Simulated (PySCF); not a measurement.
Compound: Cl₂HSi (doublet state).
SMILES with atom numbers: `[Cl:1][SiH:2][Cl:3]` (hydrogens: H4 on Si2)

The calculation used PySCF 2.14.0, UKS B3LYP, pcH-1 on Cl H Si, non-relativistic, mean-field spin-orbit, GIAO. Geometry: GFN2-xTB; no solvent, vibrations or thermal averaging. A GFN2-xTB geometry isn't a minimum of the functional, and hyperfine couplings can be far from their values at a DFT geometry, by a factor of two or more for some ions and for spin on atoms past the first row.

Principal values of hyperfine tensors in MHz (contact, dipolar and spin–orbit terms together), for some of the nuclei:

```
atom  isotope       A1       A2       A3  alike by the symmetry of this geometry
 Si2     29Si  -956.19  -735.15  -733.70                                    none
 Cl3     35Cl     2.39     3.54    63.07                                     Cl1
```

Problem. Split each tensor into its isotropic and traceless parts, and turn a_iso into mT with g = 2.0061.

Solution. a_iso is a third of the trace, T = A − a_iso, and a(mT) = a(MHz)/(g × 13.996). The tensors hold a spin–orbit part: the run splits a_iso into a_FC + a_SO, and T includes its anisotropic share.

```
atom  a_iso (MHz)     a_FC  a_SO  a_iso (mT)       T1      T2     T3
 Si2      -808.34  -809.01  0.67     -28.789  -147.84   73.20  74.64
 Cl3        23.00    22.49  0.51       0.819   -20.61  -19.46  40.07
```

Problem. What spin density at the nucleus of Si2 lies behind its contact coupling (g_N = -1.11058)?

Solution. a_FC = 800.24 MHz bohr³ × g_N × ρ(0)/(2S). With a_FC = -809.01 MHz and 2S = 1, ρ(0) = 0.9103 bohr⁻³. The nuclear moment is negative, so coupling and spin density have opposite signs.

Problem. H4 (1H, g_N = 5.58569) isn't in the table. Its spin density at the nucleus is 0.036 bohr⁻³. What is its contact coupling?

Solution. By the same relation, a_FC = 160.9 MHz. Its full tensor has the principal values 153.99, 160.50, 168.35 MHz.

Problem. Which nucleus of the table has the largest anisotropic coupling, and what is its form?

Solution. Si2: -147.8, 73.2, 74.6 MHz (the dipolar term alone has -147.3, 72.7, 74.5), axial, in the ratio +1:+1:−2, the form that spin in one p orbital centred on that nucleus gives (the nuclear moment is negative).

Problem. What first-order splitting does Cl3 cause when the field lies along A1, A2 or A3 of its tensor (g taken as isotropic, no quadrupole term)?

Solution. 4 lines (I = 3/2), spaced by |A_i|/(g × 13.996): 0.09, 0.13, 2.25 mT along the axes of A1, A2 and A3.

Time: 36 s of wall time. Hardware: one thread of an Arm Neoverse N1, on a shared host.
